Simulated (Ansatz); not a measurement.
TlGaTe₂ (I4/mcm, No. 140) was calculated with HSE06 (plane waves, PAW; Ansatz, a quantum-chemistry and plane-wave program).

Numerical settings: plane-wave cutoff 460 eV, 4×4×4 k mesh, Fermi–Dirac smearing 0.01 eV, scalar-relativistic PAW data made under PBE.

Cell (measured lattice):

```cif
data_Ga4Te8Tl4
_chemical_formula_sum 'Ga4 Te8 Tl4'
_space_group_name_H-M_alt 'I4/mcm'
_space_group_IT_number 140
_space_group_name_Hall '-I 4 2c'
_cell_length_a 8.42900
_cell_length_b 8.42900
_cell_length_c 6.86500
_cell_angle_alpha 90.000
_cell_angle_beta 90.000
_cell_angle_gamma 90.000
loop_
_atom_site_label
_atom_site_type_symbol
_atom_site_symmetry_multiplicity
_atom_site_Wyckoff_symbol
_atom_site_fract_x
_atom_site_fract_y
_atom_site_fract_z
_atom_site_occupancy
Ga1 Ga 4 b 0.00000 0.50000 0.25000 1
Te1 Te 8 h 0.17000 0.33000 0.00000 1
Tl1 Tl 4 a 0.00000 0.00000 0.25000 1
```
(The calculation used a cell of 8 atoms; values per cell refer to that cell.)

**Question.** Estimate the band gap, smallest direct gap on the k points sampled and Γ–Γ gap that the calculation returns.

**Answer.** 
- band gap: 0.83 eV
- smallest direct gap on the k points sampled: 0.90 eV
- Γ–Γ gap: 3.81 eV

Measured, for comparison: band gap 0.84 eV (temperature not stated, not corrected to a static lattice, thermal gap, our sources range from 0.84 to 1.20; as tabulated in arXiv:0804.1639).

Note: cell and atoms aren't relaxed at this level (pressure 0.7 GPa).

Spin–orbit coupling is not included; with these elements it can move the gap by several tenths of an eV or more.

Static lattice: no zero-point or thermal effects.
